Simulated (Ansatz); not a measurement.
# BH2NaS: the cost of one run

Method: single points in def2-TZVPP; program: Ansatz 0.2.0, Gaussian basis.

Correlated methods freeze the cores. The outer core shell of Li, Na, Mg and K is correlated.

1 further run of the same task is left out (it didn't finish).

### 1 The starting structure

SMILES `B[S][Na]`, 5 atoms, charge 0, spin multiplicity 1.

Atoms are counted from 1 here; the program's logs count them from 0.

Bond lengths: B1–S2 1.773 Å, B1–H4 1.176 Å, B1–H5 1.187 Å, S2–Na3 2.396 Å. Angles: S2–B1–H4 113.7°, S2–B1–H5 125.6°, H4–B1–H5 120.2°, B1–S2–Na3 120.1°.

As a file:

```xyz
5

B     0.2307    0.4359   -0.6846
S     0.5271   -0.8735    0.4741
Na   -0.9962   -1.2421    2.2865
H     0.8520    0.3386   -1.6785
H    -0.5992    1.2777   -0.5795
```

### 2 PBE-D4/def2-TZVPP

Contents of run/in.yaml:

```yaml
crystal:
  periodic: [false, false, false]
  atoms:
    - {symbol: B, position_ang: [0.230658, 0.435887, -0.684572]}
    - {symbol: S, position_ang: [0.527095, -0.873541, 0.474118]}
    - {symbol: Na, position_ang: [-0.996230, -1.242078, 2.286473]}
    - {symbol: H, position_ang: [0.852048, 0.338564, -1.678479]}
    - {symbol: H, position_ang: [-0.599241, 1.277680, -0.579522]}
basis:
  gaussian: {orbitals: def2-TZVPP}
hamiltonian: {xc: pbe, dispersion: d4}
output: {forces: true}
```

Started as:

```sh
$ ansatz run in.yaml --threads 2 --pin off --events-out ev --progress --plain --max-ram 3481MiB
```

Q: Estimate wall time and peak memory on 2 threads of Arm Neoverse V1, shared host.

About 1.6 s, with a peak of 0.14 GiB.
